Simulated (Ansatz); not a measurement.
Input file:

```yaml
crystal:
  periodic: [false, false, false]
  atoms:
    - {symbol: Si, position_ang: [0.000000, 0.000000, 0.000000]}
    - {symbol: B, position_ang: [0.000000, 0.000000, 1.728000]}
basis:
  gaussian: {orbitals: STO-3G}
magnetization: {spin_polarized: false, initial_magnetization: 1}
hamiltonian: {xc: {name: PBE}}
correlation: {method: ccsdtq, electrons: all}
```

```sh
$ ansatz run in.yaml --threads 1 --pin off --events-out ev --progress --plain --max-ram 2393MiB
```

Output:

```
223 factors; integrals over basis functions are off by at most 3.0e-8 eV
mean field evaluation 1: about -8438.5770 eV, gradient 2.1e1 eV
mean field evaluation 2: about -8438.5652 eV, gradient 2.1e1 eV
mean field evaluation 4: about -8439.7084 eV, gradient 1.2e1 eV
mean field evaluation 8: about -8440.2445 eV, gradient 4.5e-1 eV
mean field evaluation 16: about -8438.5770 eV, gradient 2.1e1 eV
mean field evaluation 32: about -8439.4944 eV, gradient 4.0e-2 eV
mean field evaluation 64: about -8440.2446 eV, gradient 1.1e-1 eV
mean field evaluation 96: about -8438.5666 eV, gradient 2.1e1 eV
mean field -8440.24251551 eV, -310.1731914431 hartree, gradient 4.4e-6 eV, S^2 0.750000; 9 other end points of the search recorded, 0 dependent functions left out
mean field evaluation 128: about -8427.1911 eV, gradient 4.4e-2 eV
unrestricted determinant -8427.65335431 eV, -309.7105483021 hartree, S^2 1.7516
reference -8425.53744868 eV, -309.6327902047 hartree; 10, 9 occupied and 4, 5 virtual orbitals, 223 factors
second order -3.97815530 eV of doubles, -0.25642632 eV of singles
cycle   1  -3.64974770 eV  change    5.8e-1 eV  update   1.7e-1
...
cycle  14  -4.54414877 eV  change   -2.9e-5 eV  update   1.0e-4
cycle  15  -4.54429753 eV  change   -1.5e-4 eV  update   7.5e-5
cycle  16  -4.54425799 eV  change    4.0e-5 eV  update   4.0e-5
cycle  17  -4.54427509 eV  change   -1.7e-5 eV  update   2.9e-5
cycle  18  -4.54422675 eV  change    4.8e-5 eV  update   2.0e-5
cycle  19  -4.54422308 eV  change    3.7e-6 eV  update   1.3e-5
cycle  20  -4.54422221 eV  change    8.8e-7 eV  update   9.1e-6
cycle  21  -4.54422720 eV  change   -5.0e-6 eV  update   4.9e-6
cycle  22  -4.54422937 eV  change   -2.2e-6 eV  update   2.8e-6
cycle  23  -4.54423086 eV  change   -1.5e-6 eV  update   1.8e-6
Total energy: -8430.08167954 eV, -309.7997876087 hartree
```

Ran on 1 thread of AMD EPYC 7B13, shared host: 80 s wall, 0.49 GiB peak host memory.
